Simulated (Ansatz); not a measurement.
A calculation with Ansatz (development build ahead of 0.2.0).

```yaml
crystal:
  periodic: [false, false, false]
  atoms:
    - { symbol: C, position_ang: [0.27889, -0.76108, -0.25837] }
    - { symbol: C, position_ang: [-0.28008, 0.61364, -0.43863] }
    - { symbol: C, position_ang: [-0.00403, 0.28902, 0.76774] }
    - { symbol: H, position_ang: [1.3086, -0.97418, -0.55085] }
    - { symbol: H, position_ang: [-0.37378, -1.63187, -0.34324] }
    - { symbol: H, position_ang: [-0.64838, 1.33317, -1.1491] }
    - { symbol: H, position_ang: [0.03053, 0.53569, 1.8148] }
basis:
  gaussian: { orbitals: def2-SVP }
magnetization:
  spin_polarized: true
  initial_magnetization: 2
hamiltonian:
  xc: hf
correlation:
  method: mp2
  frozen_orbitals: { C: 1, H: 0 }
output:
  forces: true
```

The input is written out in the form of the current development build from the run's settings.

The run gave:

* Converged: yes
* Reference energy: -115.61292 hartree
* Correlation energy: -0.35277 hartree
* Total energy: -115.96569 hartree
* Spin squared of the determinant: 2.030
* Stability test: minimum

Forces (eV/Å):
```
atom      Fx      Fy       Fz
  C1  -0.594   1.716    0.603
  C2  -2.386   2.288  -12.054
  C3   2.987  -4.041   11.445
  H4   0.310   0.164   -0.027
  H5  -0.336  -0.084    0.053
  H6  -0.030   0.023   -0.174
  H7   0.049  -0.066    0.153
```

Caution: another spin multiplicity may lie lower.
